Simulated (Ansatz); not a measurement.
# SiSF (doublet): wave-function methods side by side, cc-pVDZ

How much of the correlation energy of SiSF (doublet) does each wave-function method recover here?

Computed with Ansatz 0.2.0, Gaussian basis. Level: cc-pVDZ, core rule «outside noble gas», up to 11 orbitals frozen.

The runs, in order: UHF; CCSD(T) on ROHF; CCSD(T) on UHF; BCCD(T) on ROHF; CISD; CCSDT(Q) on ROHF; CCSDT(Q) on UHF.

32 further runs of the same task are left out: 13 for a known fault of the program, 7 that didn't finish, 12 set aside as unsound or not needed.

**1. What is computed**

The geometry is a PBE0/def2-TZVP stationary point (not a proven minimum).

3 atoms, charge 0, spin multiplicity 2.

Atoms are counted from 1 here; the program's logs count them from 0.

Bond lengths: F1–Si3 1.592 Å, S2–Si3 1.947 Å. Angles: F1–Si3–S2 126.3°.

As a file:

```
F     0.0000    0.4228    1.7428
S     0.0000    0.1669   -1.4087
Si    0.0000   -0.4765    0.4294
```

**2. UHF**

The input, in.yaml:

```yaml
crystal:
  periodic: [false, false, false]
  atoms:
    - {symbol: F, position_ang: [0.000000, 0.422766, 1.742822]}
    - {symbol: S, position_ang: [0.000000, 0.166918, -1.408718]}
    - {symbol: Si, position_ang: [0.000000, -0.476548, 0.429393]}
basis:
  gaussian: {orbitals: cc-pVDZ}
magnetization: {spin_polarized: true, initial_magnetization: 1}
hamiltonian: {xc: hf}
output: {orbitals: {seedname: orbitals}}
```

On the command line:

```console
> ansatz run in.yaml --threads 1 --pin off --events-out ev --progress --plain --max-ram 2393MiB
```

Further steps of the session: CCSD(T) on ROHF; CCSD(T) on UHF; BCCD(T) on ROHF; CISD; CCSDT(Q) on ROHF; CCSDT(Q) on UHF.

Before running them: what should the planned runs give, taken together? Wanted: UCCSDT(Q) below the RHF energy; RMP2 from UCCSDT(Q); UMP2 from UCCSDT(Q); RCCSD from UCCSDT(Q); RCCSD(T) from UCCSDT(Q); UCCSD(T) from UCCSDT(Q); RCCSDT(Q) from UCCSDT(Q); T1 diagnostic.

**Answer**, as computed:

| quantity | value |
| --- | --- |
| UCCSDT(Q) below the RHF energy | -11.4913 eV |
| RMP2 from UCCSDT(Q) | +21.24 kcal/mol |
| UMP2 from UCCSDT(Q) | +21.27 kcal/mol |
| RCCSD from UCCSDT(Q) | +9.73 kcal/mol |
| RCCSD(T) from UCCSDT(Q) | +1.60 kcal/mol |
| UCCSD(T) from UCCSDT(Q) | +1.64 kcal/mol |
| RCCSDT(Q) from UCCSDT(Q) | +0.16 kcal/mol |
| levels within 1 kcal/mol (43 meV) | RCCSDT, UCCSDT, RCCSDT(Q) |
| T1 diagnostic | 0.032 |

**Reading.** RCCSD(T) lands +1.60 kcal/mol from the yardstick (0.6 % of the correlation energy). These misses are within one basis, not against nature; the frozen cores of restricted and unrestricted runs differ, which can shift their rows.
